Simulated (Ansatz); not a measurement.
A nudged elastic band was laid between two geometries of BH3O + H2S (8 atoms, charge 0, multiplicity 1).

The calculation used Ansatz 0.2.0, RKS PBE/def2-SVP.

```yaml
movable_images: 5
climbing_image: yes
spring: 5.0 eV/Å²
optimiser: quadratic models (default)
start_path: through a guess of the saddle point
force_threshold: 0.03 eV/Å
iteration_limit: 60
end_points: relaxed
```

First end point:

```xyz
8
Properties=species:S:1:pos:R:3
B 0.006 -0.243 0.296
O -0.443 -0.977 1.354
H -1.403 -1.138 1.302
H 1.208 -0.043 0.265
H -0.732 0.063 -0.627
S -0.186 2.596 1.358
H 0.971 2.709 0.651
H 0.473 2.062 2.422
```

Last end point:

```xyz
8
Properties=species:S:1:pos:R:3
B 0.092 0.447 0.228
O -0.203 -0.263 1.775
H -1.069 -0.717 1.721
H 1.207 0.069 -0.073
H -0.851 0.057 -0.445
S -0.090 2.288 0.612
H 1.200 2.546 0.971
H -0.393 0.601 2.231
```

**Question.** What changes between the two ends?

**Answer.** Bonds broken: S6–H8. Bonds formed: B1–S6, O2–H8. BH3O + H2S becomes BH5OS.

**Question.** Give the energies along the band, and the barrier.

**Answer.** The run converged. The highest image is number 5 of 0 to 6, 0.58 eV above the first end and 0.42 eV above the last; the last end lies 0.16 eV above the first. A vibrational analysis at the climbing image gives one clearly imaginary mode, 849i cm⁻¹: a first-order saddle point. The orbitals stay closed-shell, which can raise the energy where a bond breaks towards radicals; this wasn't checked here.

```csv
image,path coordinate (Å),energy (eV),S6–H8 (Å),B1–S6 (Å),O2–H8 (Å)
0,0.00,0.00,1.36,3.04,3.35
1,0.52,0.00,1.36,3.08,3.16
2,1.05,0.01,1.36,3.05,2.94
3,1.57,0.04,1.36,2.89,2.47
4,2.09,0.22,1.37,2.49,1.96
5,2.61,0.58,1.55,2.08,1.38
6,3.37,0.16,2.36,1.89,1.00
```

**Question.** What is the geometry of the highest image?

**Answer.** 
```xyz
8
Properties=species:S:1:pos:R:3
B 0.085 0.221 0.283
O -0.195 -0.269 1.705
H -1.052 -0.735 1.734
H 1.235 0.049 -0.070
H -0.821 0.007 -0.509
S -0.130 2.228 0.803
H 1.146 2.429 1.239
H -0.375 1.098 1.835
```

**Question.** What are the harmonic wavenumbers there?

**Answer.** 849i, 272, 439, 454, 549, 587, 789, 848, 892, 1029, 1077, 1174, 1208, 1498, 2478, 2578, 2613, 3712 cm⁻¹.

The run took 3.9 min on 1 thread of AMD EPYC 7R43 64-Core Processor (Zen 3) (shared host), peak memory 0.13 GiB.
